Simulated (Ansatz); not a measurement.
# SiCCl+ (quintet): the correlation ladder, def2-QZVPP

An exercise on one series of results from a longer session: the logs are not shown, and one member is left open.

Computed with Ansatz 0.2.0, Gaussian basis. Level: def2-QZVPP, core rule «outside noble gas», up to 11 orbitals frozen.

The runs, in order: UHF; ROHF; CCSD(T) on UHF.

3 further runs of the same task are left out: 1 that didn't finish, 2 set aside as unsound or not needed.

### What is computed

The geometry is a PBE0/def2-TZVP stationary point (not a proven minimum) of the parent state, kept for this charge and spin.

3 atoms, charge 1, spin multiplicity 5.

Atoms are counted from 1 here; the program's logs count them from 0.

Bond lengths: C1–Si2 1.858 Å, Si2–Cl3 2.076 Å. Angles: C1–Si2–Cl3 103.7°.

Set-up of the first run:

Input file in.yaml:

```yaml
crystal:
  periodic: [false, false, false]
  atoms:
    - {symbol: C, position_ang: [0.000000, -0.896812, 1.818922]}
    - {symbol: Si, position_ang: [0.000000, 0.607235, 0.728623]}
    - {symbol: Cl, position_ang: [0.000000, -0.177225, -1.193419]}
basis:
  gaussian: {orbitals: "def2-QZVPP.json"}
total_charge: 1
magnetization: {spin_polarized: true, initial_magnetization: 4}
hamiltonian: {xc: hf}
output: {orbitals: {seedname: orbitals}}
```

Run with:

```sh
> ansatz run in.yaml --threads 1 --pin off --events-out ev --progress --plain --max-ram 2393MiB
```

Among the steps run: UHF; ROHF; CCSD(T) on UHF.

One table of the session follows, with a row left open; its other results are not shown here.

```
  method  from UCCSD(T) (meV)
    ROHF             +11026.9
     UHF             +10915.1
    UMP2              +1498.9
   UCCSD                    ?
UCCSD(T)                    0
```

Estimate the missing values for UCCSD.

As computed: from UCCSD(T) (meV): +558.2. In the column «from UCCSD(T) (meV)» it lies between UCCSD(T) (0) and UMP2 (+1498.9).
